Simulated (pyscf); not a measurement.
# Four-centre exchange: `[O]=[W](=[O])([OH])[OH]` + `[H][H]` → `[O]=[WH](=[O])[OH]` + `[OH2]`

Gas phase, singlet surface, charge 0. Bonds broken: W1–O2, H8–H9. Bonds formed: W1–H8, O2–H9. Single points on ωB97X-D3(BJ)/def2-SVP structures (PySCF, gas phase).

Transition state (Å):

```xyz
9

W     -0.1653     0.0050     0.6506
O      0.2818     1.2966    -0.9222
O      1.3324    -0.0321     1.4434
O     -0.3228    -1.3536    -0.3606
O     -1.4470    -0.3370     1.9937
H      0.1353     0.9781    -1.8245
H     -1.4166    -0.0311     2.9071
H     -1.1485     1.7387     0.6156
H     -0.6336     1.8046    -0.2503
```

One imaginary mode, 1281i cm⁻¹; descent along it reached the two sides named, in the forms told below.

```json
[
 {"bond": "W1–O2", "change": "breaks", "reactant side (Å)": "1.886", "saddle": "2.084", "product side": "2.366"},
 {"bond": "H8–H9", "change": "breaks", "reactant side (Å)": "0.761", "saddle": "1.010", "product side": "3.1"},
 {"bond": "W1–H8", "change": "forms", "reactant side (Å)": "3.0", "saddle": "1.993", "product side": "1.731"},
 {"bond": "O2–H9", "change": "forms", "reactant side (Å)": "3.0", "saddle": "1.244", "product side": "0.970"}
]
```

Electronic energies relative to the separated reactants (kcal/mol):

```tsv
level	barrier	reaction energy	reverse barrier
ωB97X-D3(BJ)/def2-TZVP	35.2	+22.5	12.6
PBE/def2-TZVP	31.2	+22.1	9.1
r²SCAN/def2-TZVP	32.9	+24.7	8.2
B3LYP-D3(BJ)/def2-TZVP	35.4	+22.2	13.2
PBE0-D3(BJ)/def2-TZVP	32.4	+21.1	11.3
M06-2X/def2-TZVP	37.5	+22.3	15.3
ωB97M-D3(BJ)/def2-TZVP	35.6	+20.1	15.5
```

With ωB97M-D3(BJ)/def2-TZVP energies and thermal terms (ideal gas, 1 atm, RRHO with modes under 100 cm⁻¹ raised to 100, one conformer, R ln 2 for chiral ones without a mode under 150 cm⁻¹), in kcal/mol:

```json
[
 {"T (K)": "298", "ΔH‡": "36.7", "ΔG‡": "45.6", "ΔH": "+23.1", "ΔG": "+20.7"},
 {"T (K)": "600", "ΔH‡": "35.6", "ΔG‡": "55.2", "ΔH": "+21.8", "ΔG": "+18.9"},
 {"T (K)": "900", "ΔH‡": "35.3", "ΔG‡": "65.1", "ΔH": "+20.8", "ΔG": "+17.6"},
 {"T (K)": "1200", "ΔH‡": "35.4", "ΔG‡": "75.0", "ΔH": "+20.0", "ΔG": "+16.7"}
]
```

On the product side the descent ends in an adduct with a O–W contact (not fully relaxed), 11.7 kcal/mol under the separated species and 24.3 kcal/mol under the saddle at ωB97X-D3(BJ)/def2-TZVP. What is counted as broken (O–W) persists as a longer contact in the product adduct; parting that adduct is a step of its own. At the saddle there is also a short H–W contact that neither side keeps. One saddle was located; it need not be the lowest between these sides. Elements past Kr carry the def2 core potentials, without spin-orbit coupling.
